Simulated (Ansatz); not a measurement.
# CH4BCl: composite energy at a relaxed geometry, by script

A script is to give a composite energy at a relaxed geometry; the system is CH4BCl.

Computed with the Python package of Ansatz 0.2.0. The levels of theory stand in the script.

**1. Starting point**

Bond lengths: B1–C2 1.538 Å, C2–Cl3 1.768 Å, B1–H4 1.126 Å, B1–H5 1.237 Å, C2–H6 1.099 Å, C2–H7 1.101 Å. Angles: B1–C2–Cl3 110.4°, B1–C2–H6 107.9°, B1–C2–H7 111.5°, Cl3–C2–H6 109.3°, Cl3–C2–H7 108.6°, H6–C2–H7 109.2°, C2–B1–H4 122.2°, C2–B1–H5 121.4°, H4–B1–H5 116.4°.

The script reads ch4bcl.xyz:

```xyz
7

B    -0.65750   -0.05400   -0.61140
C     0.44620   -0.14870    0.45590
Cl    1.28020    1.40220    0.61740
H    -1.31370   -0.93020   -0.87570
H    -0.89350    1.00700   -1.20150
H     1.16430   -0.91450    0.13190
H     0.03530   -0.42970    1.43760
```

**2. The code**

composite.py reads:

```python
# -*- coding: utf-8 -*-
from dataclasses import dataclass
import warnings

import ansatz
import numpy as np


@dataclass
class RunConfig:
    basis_set: str = 'def2-SVP'
    functional: str = 'r2SCAN'


opts = RunConfig()

warnings.simplefilter('ignore', ansatz.DeckWarning)

system = ansatz.Crystal.molecule_from_extxyz('ch4bcl.xyz')

calculation = (
    system.calculation()
    .basis(gaussian=opts.basis_set)
    .functional(opts.functional)
)
symbols = [site.symbol for site in system.cartesian_sites]
start = np.array([site.position_ang for site in system.cartesian_sites], dtype=float)
summary = calculation.relax(force_tolerance=0.01, max_steps=100).run(threads=1).report
end = np.array(summary['positions_ang'])
print('final positions (A) and the move of each atom')
for symbol, xyz, old in zip(symbols, end, start):
    print(f'{symbol:2s} {xyz[0]:10.5f} {xyz[1]:10.5f} {xyz[2]:10.5f}   {np.linalg.norm(xyz - old):7.4f}')

minimum = ansatz.Crystal.molecule()
for symbol, place in zip(symbols, end):
    minimum = minimum.atom(symbol, place.tolist())
at_minimum = minimum.calculation()
level = lambda method, basis: at_minimum.basis(gaussian=basis).correlation(method).run(threads=1).report
small, large, cluster = level('mp2', 'cc-pVDZ'), level('mp2', 'cc-pVTZ'), level('ccsd_t', 'cc-pVDZ')
corr = lambda each: (each['free_energy_ev'] - each['reference_energy_ev']) / 27.211386246
mp2_limit = (27 * corr(large) - 8 * corr(small)) / 19
pieces = {'HF / cc-pVTZ': large['reference_energy_ev'] / 27.211386246, 'MP2 correlation, DZ-TZ limit': mp2_limit, 'CCSD(T) - MP2 / cc-pVDZ': corr(cluster) - corr(small)}
for name, value in pieces.items():
    print(f'{name:32s} {value:14.6f} Ha')
print(f'{"sum":32s} {sum(pieces.values()):14.6f} Ha')
print('T1 diagnostic', round(cluster['correlation']['coupled_cluster']['t1_diagnostic'], 4))
```

**3. Launch**

Started as:

```bash
$ python composite.py
```

**Question.** What results will this script give? Wanted: T1 diagnostic; composite energy.

As calculated:

| quantity | value |
| --- | --- |
| T1 diagnostic | 0.0087 |
| composite energy | -524.960562 Ha |
| runs compared | 3 |

In words: All 3 runs converged (10 to 15 cycles). A T1 diagnostic under about 0.02 supports a single-reference treatment, as here. Run 0: The relaxation took 6 moves; the largest shift is 0.162 Å, of atom 3 (Cl). What to keep in mind:
- The sum leaves out core correlation, relativity, the Hartree-Fock basis error and zero-point energy; a DZ-TZ extrapolation is rough.
- Inner cores stay frozen, so this is valence correlation.
- For Al to Cl the sets with a tight d function, cc-pV(X+d)Z, are usual.
